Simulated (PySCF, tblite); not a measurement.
## Complex of acetylene and 2 × water

A gas-phase complex of acetylene and 2 × water; neutral, singlet. The structure comes from a short search (6 tight-binding starts) and was relaxed by PBE0-D3(BJ)/def2-SVPD; another way of binding may lie lower. No frequency run checks that it is a minimum.

Parts: 1 = acetylene (C#C), atoms 1–4; 2 = water (O), atoms 5–7; 3 = water (O), atoms 8–10.

```xyz
10

C    -0.144    0.001   -0.021
C     0.662   -0.541    0.702
H    -0.838    0.490   -0.678
H     1.341   -1.028    1.390
O    -1.298   -1.509    2.918
H    -1.800   -2.273    2.622
H    -1.098   -1.010    2.112
O     1.428   -2.077    3.274
H     1.791   -2.067    4.162
H     0.468   -1.942    3.369
```
Atoms count from 1 in this order.

Contacts between parts, classed by geometry: H10···O5 1.873 Å (hydrogen bond, 160°); H4···O8 2.159 Å (C–H hydrogen bond, 143°).

Interaction energies are complex less parts, with the parts frozen as they stand in it; counterpoise-corrected, in kcal/mol (PySCF).

**Question.** Give the interaction energy at each level run.

**Answer.** 
| level | interaction | superposition error removed |
| --- | --- | --- |
| wB97M-D3(BJ)/def2-TZVPD | -11.45 | -0.22 |
| PBE0-D3(BJ)/def2-TZVPD | -12.09 | -0.20 |

**Question.** What holds them together? Decompose the wB97M-D3(BJ)/def2-TZVPD energy: frozen parts, their antisymmetrised product, then relaxation.

**Answer.** electrostatic -19.5, Pauli repulsion +18.6, orbital relaxation -8.4, dispersion correction -2.3 kcal/mol, which sum to the value before the counterpoise correction; the Pauli term holds the exchange-correlation of the frozen density too. Of the attraction, 64 % is electrostatic, 28 % is orbital relaxation, 8 % is dispersion correction.

The parts were also relaxed and run alone, at the levels used for the complex: shieldings by PBE0/pcSseg-2.

Values alone: O8–H10 bond (Å): 0.961; shielding of H10 (ppm): 30.85; shielding of O5 (ppm): 328.9; shielding of H4 (ppm): 29.92; shielding of O8 (ppm): 328.9.

**Question.** What does binding change?

**Answer.** 
| property | alone | in the complex | change |
| --- | --- | --- | --- |
| O8–H10 bond (Å) | 0.961 | 0.974 | +0.013 |
| shielding of H10 (ppm) | 30.85 | 26.59 | -4.27 |
| shielding of O5 (ppm) | 328.9 | 298.6 | -30.3 |
| shielding of H4 (ppm) | 29.92 | 27.61 | -2.31 |
| shielding of O8 (ppm) | 328.9 | 313.2 | -15.7 |

The 3 runs behind this took 76 s in all, one thread each of Arm Neoverse V2 on a shared host, launched as `OMP_NUM_THREADS=1 python cluster_run.py task.json out`.
